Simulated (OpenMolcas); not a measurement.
# FNO-MP2/6-31G (RICD fitting, virtual fraction 0.6) run of C2H2F2 (vinylidene fluoride)

We compute a single-point energy of C2H2F2 (vinylidene fluoride). 

The calculation is run with OpenMolcas 26.06.

**1. Starting point**

C2H2F2: 6 atoms, total charge 0, spin state singlet. As SMILES, `C=C(F)F`. The shape is that of a PBE0-D4/def2-TZVP optimisation.

Bond lengths: C1–C2 1.315 Å, C2–F3 1.313 Å, C2–F4 1.313 Å, C1–H5 1.079 Å, C1–H6 1.079 Å. Angles: C1–C2–F3 125.2°, C1–C2–F4 125.2°, F3–C2–F4 109.6°, C2–C1–H5 119.7°, C2–C1–H6 119.7°, H5–C1–H6 120.6°.

**2. A single-point energy at FNO-MP2/6-31G (RICD fitting, virtual fraction 0.6)**

job.inp

```
&GATEWAY
 BasLib=$CurrDir
 Coord
 6
 bohr
 C     -0.21901926     0.89006100    -1.02876690
 C      0.19842124    -0.74568593     0.79387394
 F     -0.85963641    -0.68710442     3.03792372
 F      1.73703625    -2.68737952     0.64817606
 H      0.74493004     0.68143524    -2.81266836
 H     -1.52236337     2.42792012    -0.72603278
 Basis=6-31G
 Group=NoSym
 RICD

&SEWARD

&SCF
 PrOrbitals=0

&MBPT2
 FNOMP2=0.6
 DoMP2
 Frozen=4
```

The basis set 6-31G is read from a file made from the Basis Set Exchange's data (not shown).

Command:

```bash
export MOLCAS_MEM=1860
pymolcas job.inp > job.log
```

The program printed:

```text
--- Start Module: gateway ---

                                              &GATEWAY

                       available to each process: 1.9 GB of memory, 1 thread

 Basis Set     1 Label: C.6-31G
 Basis set is read from library:.
 basistype.tbl is not found

 Basis Set     2 Label: F.6-31G
 Basis set is read from library:.
 basistype.tbl is not found

 Basis Set     3 Label: H.6-31G
 Basis set is read from library:.
 basistype.tbl is not found

++    Symmetry information:
      ---------------------

                    Character Table for C1

                             E
                    a        1  x, y, xy, Rz, z, xz, Ry, yz, Rx, I
--

++    Basis set information:
      ----------------------

      Basis set label: C.6-31G.........

      Electronic valence basis set:
      ------------------
      Associated Effective Charge   6.000000 au
      Associated Actual Charge      6.000000 au
      Nuclear Model: Point charge

      Shell  nPrim  nBasis  Cartesian Spherical Contaminant
         s      10       3        X
         p       4       2        X

      Basis set label: F.6-31G.........

      Electronic valence basis set:
      ------------------
      Associated Effective Charge   9.000000 au
      Associated Actual Charge      9.000000 au
      Nuclear Model: Point charge

      Shell  nPrim  nBasis  Cartesian Spherical Contaminant
         s      10       3        X
         p       4       2        X

      Basis set label: H.6-31G.........

      Electronic valence basis set:
      ------------------
      Associated Effective Charge   1.000000 au
      Associated Actual Charge      1.000000 au
      Nuclear Model: Point charge

      Shell  nPrim  nBasis  Cartesian Spherical Contaminant
         s       4       2        X
--

++    Molecular structure info:
      -------------------------

[... 112 lines left out ...]
      Nuclear repulsion energy =  118.25319178
[... 43 lines left out ...]
++ Convergence information
                                   SCF        iterations: Energy and convergence statistics
[... 15 lines left out ...]
       Convergence after  11 Iterations
[... 3 lines left out ...]
 *                                             SCF/KS-DFT Program, Final results                                             *
 *                                                       Final Results                                                       *
[... 36 lines left out ...]
      Dipole Moment (debye):
[... 19 lines left out ...]
WARNING!
[... 14 lines left out ...]
      Nuclear repulsion energy =  118.25319178
[... 29 lines left out ...]
      ********************************************************************************************************
      *                                               Results                                                *
      ********************************************************************************************************

-------------------------------------------------------
 Start FNO-MP2 section
-------------------------------------------------------

 NOs specified:  60% of the total virtual space
 ------------------------------------------------------
    Symm.     Trace     (Full Dmat)     (Partial Dmat)
 ------------------------------------------------------
       1               0.297044E-01      0.282738E-01
 ------------------------------------------------------
   Sum :               0.297044E-01      0.282738E-01
 ------------------------------------------------------

 Secondary orbitals after selection:  14
 Deleted orbitals after selection:    10

 Energies of the active virtual orbitals

 symmetry species 1                          0.218203      0.480293      0.493730      0.604564      0.694548
                                             0.743753      0.809562      0.903960      1.147814      1.220634
                                             1.269219      1.436781      1.496967      1.673562

-------------------------------------------------------
 End FNO-MP2 section
-------------------------------------------------------

       SCF energy                           =     -275.6461050168 a.u.
       Second-order correlation energy      =       -0.3405476137 a.u.
       ( Opposite-Spin contribution         =       -0.2496607591 )
       ( Same-Spin contribution             =       -0.0827743712 )
       ( Truncation error estimate          =       -0.0081124834 )

       Total energy                         =     -275.9866526305 a.u.

       Reference weight ( Cref**2 )         =        0.90032

::    Total MBPT2 energy                             -275.9866526305

       Zeroth-order energy (E0)             =      -53.8452048370 a.u.

       Shanks-type energy S1(E)             =     -275.9871763029 a.u.

--- Stop Module: mbpt2 /rc=_RC_ALL_IS_WELL_ ---

.##################.
.# Happy landing! #.
.##################.

    Timing: Wall=1.53 User=1.27 System=0.25
```

It took 1.8 s on 1 thread of Arm Neoverse V1, shared host; peak memory 0.092 GiB.

**3. Results**

At FNO-MP2/6-31G (RICD fitting, virtual fraction 0.6), 4 core orbitals frozen:

| quantity | value |
| --- | --- |
| total energy | -275.98665 Eh |
| dipole moment (mean-field density) | 2.04 D |
| HOMO energy (Hartree–Fock orbitals) | -10.86 eV |
| LUMO energy (Hartree–Fock orbitals) | 4.74 eV |
| HOMO–LUMO gap (Hartree–Fock orbitals) | 15.60 eV |
| correlation energy (4 core orbitals frozen) | -340.5 mEh |

**Reading.** Mulliken charges of the mean-field density run from -0.44 on C1 to +0.80 on C2.
